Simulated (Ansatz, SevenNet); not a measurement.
## Equilibrium lattice constant a of bcc V: levels of theory against measurement

Reference value: 3.021 Å (measured, static lattice: zero-point anharmonic expansion removed; as tabulated in Mejia-Rodriguez and Trickey (2018), arXiv:1807.09216).

Q: Which of these levels comes closest to the reference?
A) rVV10 (Ansatz (a first-principles code))
B) PBE (Ansatz)
C) PBEsol (Ansatz)
D) SevenNet-l3i5 (SevenNet)

A: A, rVV10 (Ansatz)

```json
[
 {"level (code)": "SevenNet-l3i5 (SevenNet)", "value (Å)": "2.997", "error (%)": "-0.79"},
 {"level (code)": "PBE (Ansatz)", "value (Å)": "2.997", "error (%)": "-0.79"},
 {"level (code)": "PBEsol (Ansatz)", "value (Å)": "2.959", "error (%)": "-2.05"},
 {"level (code)": "rVV10 (Ansatz)", "value (Å)": "3.009", "error (%)": "-0.40"}
]
```

Of these levels rVV10 (-0.40 %) comes nearest. Farthest off: PBEsol (-2.05 %). No level tried lands within 0.3 %. All 4 levels lie below the reference.

The crystal itself was run without spin with PBE, PBEsol, rVV10. Cutoffs and k meshes differ between the levels. Ansatz's density-functional and Hartree–Fock values are scalar-relativistic unless marked +SOC, with PAW data made under PBE.

Machine-learned potentials (SevenNet-l3i5) are trained on DFT data, which may include these solids.

Differences are worked out from the printed values.
